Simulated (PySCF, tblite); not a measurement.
## Complex of ammonia and methylamine

A gas-phase complex of ammonia and methylamine; neutral, singlet. The structure comes from a short search (6 tight-binding starts) and was relaxed by PBE0-D3(BJ)/def2-TZVPD; another way of binding may lie lower. No frequency run checks that it is a minimum.

Parts: 1 = ammonia (N), atoms 1–4; 2 = methylamine (CN), atoms 5–11.

Coordinates in Å:
```
N1      0.103   -0.120    0.230
H2     -0.424   -0.974    0.094
H3     -0.436    0.633   -0.182
H4      0.955   -0.204   -0.311
C5     -0.439    0.917    3.993
N6      0.801    0.880    3.239
H7     -1.135    1.608    3.512
H8     -0.252    1.302    4.999
H9     -0.953   -0.051    4.097
H10     0.637    0.503    2.309
H11     1.472    0.274    3.693
```

Contacts between parts, classed by geometry: H10···N1 2.235 Å (hydrogen bond, 173°).

Interaction energies are complex less parts, with the parts frozen as they stand in it; counterpoise-corrected, in kcal/mol (PySCF). The CCSD(T) estimate is Hartree-Fock/aug-cc-pVQZ, plus the MP2 correlation part extrapolated as X⁻³ from aug-cc-pVTZ and aug-cc-pVQZ, plus CCSD(T) less MP2 in aug-cc-pVDZ; noble-gas cores are frozen. It isn't the exact limit.

```json
{"level": "Hartree-Fock/aug-cc-pVQZ", "interaction": "-1.28", "superposition error removed": "-"}
{"level": "wB97M-D3(BJ)/def2-TZVPD", "interaction": "-3.19", "superposition error removed": "-0.23"}
{"level": "PBE0-D3(BJ)/def2-TZVPD", "interaction": "-3.54", "superposition error removed": "-0.18"}
{"level": "MP2/aug-cc-pVQZ", "interaction": "-3.12", "superposition error removed": "-0.16"}
```

Question: What does CCSD(T) at its estimated basis limit give, and which of these levels comes nearest?

Answer: -3.14 kcal/mol. wB97M-D3(BJ)/def2-TZVPD and MP2/aug-cc-pVQZ come equally near, within the error of the estimate; the errors are Hartree-Fock/aug-cc-pVQZ +1.85, wB97M-D3(BJ)/def2-TZVPD -0.06, PBE0-D3(BJ)/def2-TZVPD -0.41, MP2/aug-cc-pVQZ +0.02.

Question: What holds them together? Decompose the wB97M-D3(BJ)/def2-TZVPD energy: frozen parts, their antisymmetrised product, then relaxation.

Answer: electrostatic -5.6, Pauli repulsion +5.1, orbital relaxation -2.0, dispersion correction -0.8 kcal/mol, which sum to the value before the counterpoise correction; the Pauli term holds the exchange-correlation of the frozen density too. Of the attraction, 66 % is electrostatic, 24 % is orbital relaxation, 10 % is dispersion correction.

The parts were also relaxed and run alone, at the levels used for the complex: shieldings by PBE0/pcSseg-2; core levels by delta-SCF with SCAN, pcX-2 on the ionised atom and pcseg-1 elsewhere, spin-free X2C.

Question: What does binding change?

Answer: 
```csv
property,alone,in the complex,change
N6–H10 bond (Å),1.012,1.018,+0.006
shielding of H10 (ppm),31.39,28.32,-3.07
shielding of N1 (ppm),263.7,258.1,-5.6
shielding of N6 (ppm),245.5,244.9,-0.6
N1 1s core level (eV),405.54,405.77,+0.23
C5 1s core level (eV),291.51,290.94,-0.58
N6 1s core level (eV),405.10,404.08,-1.02
```

The 5 runs behind this took 6.1 min in all, one thread each of Intel Xeon Platinum 8488C on a shared host, launched as `OMP_NUM_THREADS=1 python cluster_run.py task.json out`.
